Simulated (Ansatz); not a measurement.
`CBCl` → `C[B]Cl`• + H•  (homolysis of the B–H bond)

Isolated molecules relaxed with PBE0-D4/def2-TZVP in Ansatz; ΔE leaves out vibrations. CBS: MP2 limit from def2 TZ/QZ plus the TZ coupled-cluster correction, frozen cores. This one scheme is used for every species, atoms too. DFT in def2-TZVPP. HSE06 is defined as in plane-wave codes. Open shells (•) are unrestricted, without spin–orbit coupling.

Q: What is ΔE at CCSD(T)/CBS? (Estimate.)

A: Computed: +460.1 kJ/mol.

Q: What do these levels give: LDA (SPW92), PBE-D4, HSE06-D4, CAM-B3LYP-D4, ωB97X-V, PBE, PBE0, r2SCANh, HSE06, BHLYP, MP2/def2-QZVPP, CCSD/CBS(def2)? (Best estimate.)

A: The calculation gave: LDA (SPW92) 476.6, PBE-D4 435.4, HSE06-D4 439.0, CAM-B3LYP-D4 455.3, ωB97X-V 458.1, PBE 434.7, PBE0 438.4, r2SCANh 435.5, HSE06 438.5, BHLYP 452.7, MP2/def2-QZVPP 449.3, CCSD/CBS(def2) 459.4 kJ/mol.

Largest T1 diagnostic among the species: 0.014.

From PBE to PBE0 (25 % exact exchange), in def2-TZVPP and without D4, ΔE moves by +3.7 kJ/mol. At CCSD(T), def2-SVP lies −16.5 kJ/mol from the extrapolated value and def2-TZVPP −6.1 kJ/mol: correlation converges slowly with the basis, and small sets miss more of it in the bonded molecule than in its fragments.
